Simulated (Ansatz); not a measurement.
# AlBO (triplet): the correlation ladder, def2-TZVPP

One table from this session's results is given with a row withheld; the runs are named, their logs left out.

Program: Ansatz 0.2.0, Gaussian basis. Level of theory: def2-TZVPP, core rule «outside noble gas», up to 7 orbitals frozen. These are calculated values, not measurements.

The runs, in order: UHF; ROHF; CCSD(T) on UHF.

2 further runs of the same task are left out: 2 set aside as unsound or not needed.

### What is computed

The geometry is a PBE0/def2-TZVP stationary point (not a proven minimum) of the parent state, kept for this charge and spin.

3 atoms, charge 0, spin multiplicity 3.

Atoms are counted from 1 here; the program's logs count them from 0.

Bond lengths: Al1–O2 1.757 Å, O2–B3 1.280 Å. Angles: Al1–O2–B3 180.0°.

Set-up of the first run:

File in.yaml:

```yaml
crystal:
  periodic: [false, false, false]
  atoms:
    - {symbol: Al, position_ang: [0.000000, 0.000000, 1.597900]}
    - {symbol: O, position_ang: [0.000000, 0.000000, -0.158800]}
    - {symbol: B, position_ang: [0.000000, 0.000000, -1.439100]}
basis:
  gaussian: {orbitals: def2-TZVPP}
magnetization: {spin_polarized: true, initial_magnetization: 2}
hamiltonian: {xc: hf}
output: {orbitals: {seedname: orbitals}}
```

The run is started by

```bash
ansatz run in.yaml --threads 1 --pin off --events-out ev --progress --plain --max-ram 4096MiB --backend cpu
```

Among the steps run: UHF; ROHF; CCSD(T) on UHF.

One table of the session follows, with a row left open; its other results are not shown here.

```
  method  from UCCSD(T) (kJ/mol)
    ROHF                  +934.1
     UHF                  +932.9
    UMP2                   +77.3
   UCCSD                       ?
UCCSD(T)                       0
```

Q: Estimate the row for UCCSD from the others.

**Answer.** from UCCSD(T) (kJ/mol): +39.6. In the column «from UCCSD(T) (kJ/mol)» it lies between UCCSD(T) (0) and UMP2 (+77.3).
